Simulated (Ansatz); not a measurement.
**Two structures, one formula**

Two relaxed structures of CH3OS, doublet (PBE0-D4/def2-TZVP; forces vanish, vibrations not checked).

A:

```tsv
atom	x (Å)	y (Å)	z (Å)
C1	-0.3245	0.6554	-0.1898
S2	0.2229	-1.7556	0.5781
O3	-0.0429	-0.2019	0.9168
H4	-0.4809	1.6504	0.2270
H5	0.5183	0.6649	-0.8833
H6	-1.2232	0.3180	-0.7092
```

B:

```
6
angstrom
C -0.2922 0.3622 -0.2837
S 0.0461 -1.2584 0.4070
O 1.3380 -1.1422 1.1435
H -0.3732 1.0912 0.5241
H 0.5166 0.6442 -0.9596
H -1.2352 0.3029 -0.8314
```

Program: Ansatz 0.2.0. Basis: def2-TZVPP. Cores are frozen in the correlated methods; orbitals are unrestricted. B3LYP uses VWN-RPA correlation.

(1) Which structure is lower at CCSD(T), and by how much? (An estimate is asked for; the value comes from the calculation.)

No T1 diagnostic of these runs exceeds 0.022. ⟨S²⟩ of the unrestricted Hartree–Fock references: 0.77 to 0.78 (a pure state has 0.75).

Answers

(1) The calculation gives: B, by 0.695 eV (electronic energy, against the other). By their contacts, A is CH₃OS ([CH3][O][S]) and B is CH₃OS ([CH3][S][O]).

All methods give the same order:

```tsv
method	E(B) − E(A) (eV)
PBE-D4	-0.920
r2SCAN-D4	-0.948
PBE0-D4	-0.861
B3LYP-D4	-0.775
wB97M-V	-0.758
HF	-0.490
MP2	-0.726
CCSD	-0.656
CCSD(T)	-0.695
```

Labels in which every atom is bracketed show which atoms are joined, not bond orders.

For scale, one of the runs: CCSD(T)/def2-TZVPP, 146 basis functions, launched by `ansatz run in.yaml --threads 2 --pin off --events-out ev --progress --plain --max-ram 4352MiB`. Hardware: 2 CPU threads of an Intel Xeon 6975P-C, shared host. Wall time 22 s; peak host memory 2.3 GiB.
